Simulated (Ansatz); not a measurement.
A nudged elastic band was laid between two geometries of BClFH + H (5 atoms, charge 0, multiplicity 2).

Theory: UKS B3LYP-D4/cc-pVDZ (Ansatz).

```yaml
movable_images: 9
climbing_image: yes
spring: 5.0 eV/Å²
optimiser: quadratic models (default)
start_path: through a guess of the saddle point
force_threshold: 0.03 eV/Å
iteration_limit: 60
end_points: relaxed
```

Image 0:

```xyz
5
Properties=species:S:1:pos:R:3
B -0.022 0.000 -0.243
H 0.007 0.000 0.955
F 1.102 0.000 -0.946
Cl -1.555 0.000 -1.108
H 0.001 0.000 3.591
```

Image 10:

```xyz
5
Properties=species:S:1:pos:R:3
B 0.067 0.000 -0.584
H -0.028 0.000 2.331
F 1.125 0.000 -1.369
Cl -1.572 0.000 -1.220
H -0.060 0.000 3.093
```

Task: What changes between the two ends?

Result: Bonds broken: B1–H2. Bonds formed: H2–H5. BClFH + H becomes BClF + H2.

Task: What energy profile does the band end with?

Result: The forces met the threshold. The highest image is number 5 of 0 to 10, 0.30 eV above the first end and 0.22 eV above the last; the last end lies 0.08 eV above the first. A vibrational analysis at the climbing image gives 2 clearly imaginary modes (966i, 67i cm⁻¹): a point of higher order. A lower path may pass nearby, or the ends, which weren't checked, may share the extra mode.

```csv
image,path coordinate (Å),energy (eV),B1–H2 (Å),H2–H5 (Å)
0,0.00,0.00,1.20,2.64
1,0.29,0.00,1.20,2.31
2,0.58,0.02,1.20,1.99
3,0.86,0.06,1.21,1.67
4,1.15,0.16,1.26,1.31
5,1.44,0.30,1.54,0.92
6,1.73,0.24,1.87,0.80
7,2.02,0.16,2.15,0.78
8,2.31,0.11,2.42,0.77
9,2.61,0.09,2.68,0.76
10,2.90,0.08,2.92,0.76
```

Task: What is the geometry of the highest image?

Result: 
```xyz
5
Properties=species:S:1:pos:R:3:forces:R:3
B -0.035 0.000 -0.047 -0.01 0.00 -0.01
H -0.016 0.000 1.496 0.01 0.00 0.02
F 1.118 0.000 -0.687 0.00 0.00 0.01
Cl -1.556 0.000 -0.929 0.00 0.00 0.00
H 0.021 0.000 2.417 0.00 0.00 -0.01
```

Time of the run: 2.6 min on 1 thread of Arm Neoverse V1, on a shared host, peak memory 0.13 GiB.
